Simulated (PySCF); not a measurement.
Gas-phase reaction: ethylsilane + i-Si4H10 = 4 SiH3 + vinylsilane

Computed with PySCF and rigid-rotor harmonic-oscillator thermochemistry at 1 bar. † marks an energy on the PBE0/def2-TZVP geometry and frequencies; other levels use their own. MP2 and CCSD(T) freeze the core. 6-31G* has spherical d functions here. Open shells (unrestricted): SiH3 (multiplicity 2); the rest are closed-shell singlets. MP2 isn't extrapolated to the basis-set limit; its ΔH°(298 K) is 730.1 kJ in def2-SVP and 761.0 kJ in def2-TZVPP. CCSD(T) isn't extrapolated to the basis-set limit. The harmonic model lacks anharmonicity and excited electronic states, which grow with temperature; levels with a mode under 35 cm⁻¹ are left out. Internal rotation in ethylsilane, i-Si4H10, vinylsilane is treated as a harmonic vibration of one conformer, which makes the entropy rough.

```tsv
level	ΔE electronic, kJ	ΔH°(298 K), kJ	ΔS°(298 K), J/K	ΔG°(1000 K), kJ
CCSD(T)/def2-SVP†	765	718	447	281
HF/6-31G*	616	567	450	126
HF/def2-TZVP†	588	542	447	105
MP2/def2-SVP†	776	730	447	293
PBE0/def2-SVP†	816	770	447	333
PBE0/def2-TZVP	806	759	447	322
LDA/def2-TZVP†	922	875	447	438
ωB97M-V/def2-TZVP†	827	781	447	344
```
ΔH° is lowest at HF/def2-TZVP† and highest at LDA/def2-TZVP†. No reference value is set beside these.
